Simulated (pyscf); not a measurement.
`[F][CH2][C]([F])[F]` [doublet] → `[CH]=[C]([F])[F]` [doublet] + `[FH]` (1,1-elimination; doublet surface; C–H, C–F broken, F–H formed). Single points on ωB97X-D3(BJ)/def2-SVP structures (PySCF, gas phase). Energies in kcal/mol from the reactant's lowest minimum found.

| level | barrier | reaction energy |
|---|---|---|
| ωB97X-D3(BJ)/def2-TZVP | ___ | ___ |
| PBE/def2-TZVP | 34.4 | +32.9 |
| r²SCAN/def2-TZVP | 39.6 | +33.9 |
| B3LYP-D3(BJ)/def2-TZVP | 40.1 | +32.7 |
| ωB97M-D3(BJ)/def2-TZVP | 44.4 | +32.6 |
| HF/def2-TZVP | ___ | +30.5 |

### Question
What belongs in the gaps?

### Answer

- ωB97X-D3(BJ)/def2-TZVP, barrier: 47.0
- ωB97X-D3(BJ)/def2-TZVP, reaction energy: +36.3
- HF/def2-TZVP, barrier: 61.1

The functionals in the table span 12.5 kcal/mol in this barrier, from PBE to ωB97X-D3(BJ). F–CH₂–C•(F)–F lies 14.8 kcal/mol over its isomer •H₂C–C(F)(F)–F, and others may lie lower still (electronic energy, ωB97M-D3(BJ)). This is the saddle that the search found; another between the same sides may lie lower.
